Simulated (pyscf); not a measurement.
Optimised with ωB97X-D3(BJ)/def2-SVP in PySCF. MP2 and CC: frozen core, UHF for open shells. ΔMP2 is the change of the MP2 total energy from the triple- to the quadruple-zeta basis.

Q: What are the homolytic bond dissociation enthalpies (298 K) of H₃C–CH₂–Cl (SMILES CCCl) at CCSD(T)/def2-TZVPP + ΔMP2(QZVPP), weakest first?

A: C–Cl to •H₂C–CH₃ + Cl•: 84.0 kcal/mol; C–C to CH₃• + •H₂C–Cl: 88.6 kcal/mol; C–H to H₃C–CH•–Cl + H•: 97.4 kcal/mol; C–H to •H₂C–CH₂–Cl + H•: 101.3 kcal/mol. Ring and multiple bonds, and those that leave no two simple radicals, are not listed. Other isomers of •H₂C–CH₂–Cl, •H₂C–CH₃, H₃C–CH•–Cl were not searched in full and may lie lower. The CCSD(T) − MP2 part came from Ansatz, without density fitting, on the same reference. Left out: the spin-orbit lowering of Cl.
